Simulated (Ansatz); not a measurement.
Crystal: SiO₃, ReO3 type, 4 atoms in the cell.

Level of theory: Ansatz 0.2.0 development build, PBE, plane waves, PAW datasets (generated soft set 1).

Cutoff 420 eV; k-mesh 31×31×31 Γ-centred; Fermi–Dirac smearing of 0.0612 eV; no spin polarisation.

The fit to the energies gives V₀ = 10.442 Å³/atom (a₀ = 3.470 Å), B₀ = 200 GPa, B₀′ = 4.25.

Q: What pressure does the program print at V = 10.862 Å³/atom, and how far above the lowest computed point (V = 10.444 Å³/atom) does the energy lie?

A: -7.27 GPa and 9.84 meV/atom. All points:

| V (Å³/atom) | a (Å) | E − E(min) (meV/atom) | P (GPa) |
| --- | --- | --- | --- |
| 9.818 | 3.3990 | 26.05 | 14.09 |
| 10.026 | 3.4230 | 11.13 | 8.88 |
| 10.235 | 3.4466 | 2.66 | 4.19 |
| 10.444 | 3.4699 | 0.00 | -0.04 |
| 10.653 | 3.4928 | 2.57 | -3.84 |
| 10.862 | 3.5155 | 9.84 | -7.27 |
| 11.071 | 3.5379 | 21.36 | -10.35 |

The published all-electron PBE values for this crystal (mean of FLEUR and WIEN2k, k-spacing 0.06 Å⁻¹; Bosoni et al., Nat. Rev. Phys. 6, 45 (2024)) are V₀ = 10.445 Å³/atom, B₀ = 199.4 GPa, B₀′ = 4.17.

The stress includes the program's correction for the finite plane-wave basis.

This cubic structure is a model: it isn't the usual form of the substance at ambient conditions, and such phases are metastable or hypothetical.
